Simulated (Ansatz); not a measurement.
Born–Oppenheimer molecular dynamics of C$_{2}$H$_{8}$NO (12 atoms, charge 0, multiplicity 2). It starts from a rough guess of a transition structure, not a stationary point.

All numbers below come from UKS B3LYP/6-31G (Ansatz 0.2.0).

```yaml
ensemble: NVE (velocity Verlet)
time_step: 0.5 fs
steps_asked: 150
starting_velocities_drawn_for: 300 K
seed: 994520
```

Frames 5 fs apart, positions in Å.

Velocities at 15.0 fs (Å/ps):

```
H 6.26 25.42 -31.66
C 9.99 -0.95 9.87
O -1.62 0.72 -1.87
C -1.37 -0.88 2.15
N -2.17 -2.87 2.09
H -9.88 -15.16 -17.84
H -0.53 9.44 -33.47
H -10.05 6.85 -14.68
H -3.39 -5.75 -23.21
H -7.48 13.77 0.74
H -12.16 7.89 15.00
H -9.65 7.71 -37.46
```

```xyz
12
Properties=species:S:1:pos:R:3 time_fs=15.0 energy_less_start_eV=-0.108 T=385
H 0.399 -0.691 -1.280
C 1.155 -0.205 0.260
O 0.200 0.172 1.248
C -0.688 1.367 0.937
N -0.438 -1.377 -1.659
H 1.753 -1.052 0.606
H 1.562 0.591 -0.345
H -1.256 1.271 0.009
H -1.453 1.413 1.736
H -0.111 2.292 0.820
H -1.240 -1.398 -0.997
H -0.065 -2.264 -2.026
12
Properties=species:S:1:pos:R:3 time_fs=20.0 energy_less_start_eV=-0.150 T=420
H 0.200 -0.757 -1.500
C 1.200 -0.194 0.312
O 0.190 0.181 1.232
C -0.691 1.358 0.935
N -0.441 -1.380 -1.646
H 1.713 -1.119 0.522
H 1.557 0.564 -0.428
H -1.238 1.246 -0.032
H -1.445 1.386 1.699
H -0.141 2.311 0.883
H -1.175 -1.408 -1.010
H -0.178 -2.191 -2.151
12
Properties=species:S:1:pos:R:3 time_fs=25.0 energy_less_start_eV=-0.143 T=413
H 0.274 -0.553 -1.646
C 1.237 -0.157 0.372
O 0.178 0.195 1.210
C -0.685 1.338 0.918
N -0.461 -1.399 -1.652
H 1.647 -1.151 0.484
H 1.549 0.472 -0.423
H -1.135 1.165 -0.043
H -1.415 1.344 1.762
H -0.130 2.276 0.996
H -1.206 -1.481 -0.920
H -0.331 -2.195 -2.285
12
Properties=species:S:1:pos:R:3 time_fs=30.0 energy_less_start_eV=-0.258 T=501
H 0.067 -0.675 -1.766
C 1.270 -0.114 0.441
O 0.172 0.201 1.191
C -0.671 1.311 0.915
N -0.479 -1.410 -1.665
H 1.526 -1.166 0.500
H 1.562 0.496 -0.461
H -1.109 1.165 -0.108
H -1.382 1.277 1.709
H -0.099 2.252 1.021
H -1.069 -1.500 -0.918
H -0.474 -2.102 -2.356
12
Properties=species:S:1:pos:R:3 time_fs=35.0 energy_less_start_eV=-0.202 T=458
H 0.066 -0.530 -1.877
C 1.316 -0.067 0.497
O 0.168 0.191 1.181
C -0.650 1.292 0.903
N -0.507 -1.437 -1.687
H 1.444 -1.143 0.517
H 1.517 0.480 -0.381
H -1.102 1.274 -0.074
H -1.487 1.238 1.650
H -0.107 2.233 0.961
H -1.010 -1.519 -0.758
H -0.635 -2.082 -2.495
12
Properties=species:S:1:pos:R:3 time_fs=40.0 energy_less_start_eV=-0.377 T=590
H -0.097 -0.604 -1.933
C 1.365 -0.037 0.554
O 0.158 0.169 1.185
C -0.649 1.296 0.897
N -0.530 -1.453 -1.713
H 1.517 -1.114 0.500
H 1.528 0.561 -0.405
H -1.104 1.309 -0.142
H -1.496 1.271 1.534
H -0.107 2.261 0.968
H -0.852 -1.563 -0.822
H -0.830 -1.996 -2.448
12
Properties=species:S:1:pos:R:3 time_fs=45.0 energy_less_start_eV=-0.453 T=650
H -0.165 -0.544 -2.010
C 1.411 -0.007 0.586
O 0.143 0.139 1.196
C -0.658 1.323 0.866
N -0.548 -1.468 -1.744
H 1.719 -1.052 0.499
H 1.567 0.582 -0.268
H -0.987 1.243 -0.151
H -1.539 1.315 1.565
H -0.106 2.239 1.052
H -0.781 -1.660 -0.727
H -1.105 -2.016 -2.467
12
Properties=species:S:1:pos:R:3 time_fs=50.0 energy_less_start_eV=-0.428 T=631
H -0.290 -0.545 -2.063
C 1.436 0.017 0.621
O 0.134 0.106 1.207
C -0.667 1.346 0.849
N -0.576 -1.495 -1.774
H 1.923 -0.953 0.590
H 1.667 0.737 -0.235
H -0.900 1.210 -0.236
H -1.492 1.323 1.511
H -0.064 2.240 1.102
H -0.634 -1.675 -0.820
H -1.257 -1.887 -2.324
12
Properties=species:S:1:pos:R:3 time_fs=55.0 energy_less_start_eV=-0.451 T=648
H -0.383 -0.577 -2.072
C 1.446 0.060 0.645
O 0.136 0.077 1.211
C -0.646 1.347 0.832
N -0.598 -1.514 -1.811
H 2.022 -0.859 0.762
H 1.722 0.795 -0.041
H -0.867 1.303 -0.215
H -1.580 1.294 1.457
H -0.042 2.215 1.052
H -0.498 -1.675 -0.771
H -1.513 -1.844 -2.276
12
Properties=species:S:1:pos:R:3 time_fs=60.0 energy_less_start_eV=-0.482 T=672
H -0.431 -0.528 -2.105
C 1.439 0.095 0.682
O 0.144 0.065 1.201
C -0.618 1.318 0.831
N -0.635 -1.542 -1.848
H 2.041 -0.744 0.982
H 1.797 0.968 0.062
H -0.875 1.387 -0.263
H -1.550 1.287 1.329
H -0.014 2.224 1.045
H -0.400 -1.668 -0.884
H -1.567 -1.759 -2.037
12
Properties=species:S:1:pos:R:3 time_fs=65.0 energy_less_start_eV=-0.488 T=677
H -0.480 -0.622 -2.149
C 1.436 0.132 0.716
O 0.145 0.075 1.180
C -0.582 1.282 0.815
N -0.663 -1.550 -1.886
H 2.074 -0.627 1.178
H 1.811 1.003 0.271
H -0.791 1.347 -0.241
H -1.571 1.278 1.347
H -0.029 2.163 1.123
H -0.300 -1.712 -0.910
H -1.735 -1.739 -1.853
12
Properties=species:S:1:pos:R:3 time_fs=70.0 energy_less_start_eV=-0.449 T=645
H -0.504 -0.592 -2.276
C 1.450 0.145 0.758
O 0.140 0.095 1.155
C -0.570 1.252 0.811
N -0.713 -1.570 -1.905
H 2.112 -0.477 1.331
H 1.860 1.149 0.435
H -0.676 1.261 -0.296
H -1.486 1.229 1.344
H -0.022 2.129 1.218
H -0.163 -1.755 -1.067
H -1.670 -1.664 -1.705
```

Of the whole run (75 fs, mean temperature of the second half 611 K): The conserved energy stayed within 0.49 meV per atom of its start (net change -0.099 meV per atom), so the integration is sound. The system heated up, since it started high on the potential surface and ran downhill. A run of 0.075 ps of so small a system gives no equilibrium averages. Limits of this set-up: no polarisation functions.

Run time: 9 min on 1 thread of Arm Neoverse V1, on a shared host, peak memory 0.14 GiB.
